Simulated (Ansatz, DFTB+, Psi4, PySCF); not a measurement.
Gas-phase reaction in SMILES: NC=O + 3 [H][H] (H2) → C (CH4) + N (NH3) + O (H2O)

Quantity: energy of full hydrogenation (enthalpy at 298 K), in kcal/mol. Conventions: no spin-orbit coupling; SCC-DFTB with the Slater-Koster set that CP2K ships; 6-31G* and kin with 6d, 5d where marked; LANL2DZ all-electron up to Ne; non-relativistic; dispersion terms only where a functional's name holds one; valence correlation only. Basis-set limits of correlation are two-point, X^-3; Hartree-Fock from the larger set. The bracket is a focal-point correction in the basis named. First-principles and DFTB rows: single points at B3LYP-D3(BJ) geometries (Ansatz, an electronic-structure program), with unscaled harmonic terms from B3LYP/6-31G* at its own minima.

Measured values: Active Thermochemical Tables 1.112 (ions: stationary electron), as tabulated in the package chemicals; CRC Handbook, as tabulated in the package chemicals; they hold spin-orbit and core effects, anharmonicity and other conformers. 

Value to compare with, the measured value: -40.2 kcal/mol.

| level | program | energy of full hydrogenation (enthalpy at 298 K) (kcal/mol) | error |
|---|---|---|---|
| SCC-DFTB | DFTB+ | -135.4 | -95.2 |
| HF/6-31G* | Ansatz | -36.3 | 3.9 |
| PBE/LANL2DZ | Ansatz | -33.1 | 7.1 |
| PBE/6-31G* | Ansatz | -20.7 | 19.5 |
| B3LYP/6-31G* | Ansatz | -23.9 | 16.3 |
| B3LYP/6-31+G* | Ansatz | -31.0 | 9.2 |
| wB97X-D/6-31G* | Psi4 | -29.5 | 10.7 |
| PBE/def2-TZVPD | Ansatz | -35.1 | 5.1 |
| M06-2X/def2-TZVPD | PySCF | -36.9 | 3.3 |
| wB97M-V/def2-TZVPD | Ansatz | -39.0 | 1.2 |
| RI-MP2/CBS(aug-cc-pVTZ,aug-cc-pVQZ)+[CCSD(T)-MP2]/aug-cc-pVTZ | Ansatz | -41.7 | -1.5 |

Among the 7 habitual levels, SCC-DFTB lies farthest from the measured value (-95.2 kcal/mol) and HF/6-31G* nearest (3.9); 6 of 7 lie above it, and their mean absolute error is 23.1 kcal/mol, the median 10.7. One case shows no general order.

The levels are drawn from those run, B3LYP/6-31G* more often than the rest, none by its result; runs whose electronic state is in doubt are left out.
